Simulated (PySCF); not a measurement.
How strong are the bonds of `CN1CC1` (C3H7N)?

Parent: `CN1CC1` (C3H7N). Coordinates in Å; atoms count from 1 in this order:
```
C     1.3561    0.2629    0.0566
N     0.0609    0.3979   -0.5580
C    -1.0845    0.4545    0.3127
C    -0.8147   -0.7446   -0.5207
H     2.0639   -0.1774   -0.6627
H     1.3509   -0.3753    0.9674
H     1.7372    1.2562    0.3398
H    -0.9172    0.3522    1.3942
H    -1.8734    1.1638    0.0387
H    -0.4676   -1.6447    0.0057
H    -1.3991   -0.9430   -1.4261
```

Level of theory: M06-2X/def2-TZVP single points in PySCF, grid level 3; every species was optimised with PBE0-D3(BJ)/def2-SVP. Zero-point and thermal terms (298.15 K, 1 bar) come from unscaled PBE0-D3(BJ)/def2-SVP harmonic frequencies, with soft modes damped to free rotors in the entropy.

| bond | r / Å | radicals | BDE(298 K) / kJ/mol | BDFE / kJ/mol | D₀ / kJ/mol | Dₑ / kJ/mol |
| --- | --- | --- | --- | --- | --- | --- |
| C1–N2 | 1.440 | CH3• + `C1C[N]1` | 330 | 281 | 322 | 356 |
| C1–H | 1.101 | `[CH2]N1CC1` + H• | 397 | 361 | 391 | 427 |
| C3–H | 1.099 | `CN1[CH]C1` + H• | 439 | 403 | 433 | 468 |

Homolysis to relaxed radicals in the gas phase; the table need not hold every single bond outside rings.

Weakest of these: C1–N2 (330 kJ/mol); strongest: C3–H (439 kJ/mol).
